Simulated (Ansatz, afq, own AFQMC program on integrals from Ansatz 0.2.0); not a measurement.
Two steps: Ansatz 0.2.0 writes the Fock matrix and Cholesky factors of the valence space, and afq projects on them the lowest state that overlaps trial and start.

```yaml
crystal:
  periodic: [false, false, false]
  atoms:
    - {symbol: P, position_ang: [0.367718, -1.057903, -0.082846]}
    - {symbol: P, position_ang: [-0.367856, 1.058159, 0.078954]}
    - {symbol: H, position_ang: [-0.499896, -1.530725, 0.951515]}
    - {symbol: H, position_ang: [-0.575111, -1.400879, -1.102483]}
    - {symbol: H, position_ang: [0.505311, 1.533517, -0.949557]}
    - {symbol: H, position_ang: [0.569825, 1.397830, 1.104427]}
basis:
  gaussian: {orbitals: def2-TZVP}
magnetization: {spin_polarized: false}
correlation: {method: ccsd_t, electrons: outside_noble_gas, hamiltonian_folder: ham}
```

```sh
$ ansatz run in.yaml --threads 1 --pin off --events-out ev --progress --plain --max-ram 16896MiB --backend cuda --devices 0, --max-vram 18GiB
```

afq runs on the folder ham with

```
--method phaseless --trial cisd --walkers 3100 --populations 20 --least-time 60 --time-step 0.005 --steps-per-block 50 --equilibration-blocks 28 --max-blocks 4000 --target-error 0.00022 --factor-cut 1e-05 --seed 5594 --release-times 0.24,0.51,0.99,1.62,2.4 --release-step 0.03 --release-every 3 --taylor-order 6
```

Times are imaginary, in 1/Eh. The walk had a cap of 242 s. With eight or more populations the least sampling time is a fifth of least-time, and the error comes from their spread.

Output of the walk:

```
orbitals 88  electrons 7 7  factors 623 of 634
reference energy -683.81526367 Eh
CCSD correlation -0.34987393 Eh in 10 cycles, weight of the determinant in the CISD state 0.8311
energy of the start -684.165130 Eh
 block  time / (1/Eh)  mean weight  energy / Eh
     1     0.250  0.9998  -684.157219
     2     0.500  1.0001  -684.160616
     3     0.750  1.0001  -684.165320
     4     1.000  1.0000  -684.169766
     5     1.250  1.0000  -684.172341
    10     2.500  1.0000  -684.180334
    19     4.750  1.0001  -684.180448
    29     7.250  0.9999  -684.181694
    39     9.750  0.9999  -684.180637
    49    12.250  0.9998  -684.183175
    59    14.750  0.9997  -684.181842
    69    17.250  1.0005  -684.180948
    77    19.250  1.0004  -684.183599
    79    19.750  1.0005  -684.183365
    89    22.250  0.9996  -684.182255
    97    24.250  1.0000  -684.182203
error from the spread of 20 populations
released: time / (1/Eh)  energy / Eh  error  mean overlap
  0.24  -684.182035  0.000204  0.9948
  0.51  -684.182127  0.000178  0.9899
  0.99  -684.182308  0.000182  0.9840
  1.62  -684.182469  0.000181  0.9750
  2.40  -684.182334  0.000326  0.9630
energy -684.181694 +/- 0.000210 Eh
(rows thinned)
```

The run passed its tests (sampling time, drift between the halves within three errors, error under three times the target), which doesn't prove that it has relaxed.

Against this walk (error 5.7 meV) on the same determinant: CCSD(T) 51.9 meV higher, CCSDT(Q) 9.6 meV lower (within the noise). The error is statistical and leaves out the bias of the constraint. Released to 2.40 1/Eh the energy moves by -17 ± 11 meV (both errors), within twice the noise.

Cautions: constraint bias not in the error.

The walk took 2.7 min on 1 × NVIDIA H100 80GB HBM3 with 2 threads of AMD EPYC 7R13 Processor (Zen 3), on a shared host (the card was shared). The log's last line is the phaseless energy.

CCSDT and higher add their correlation energy to the determinant of the CCSD(T) run, since their own runs factorise the integrals more tightly (a shift of under 2 meV).
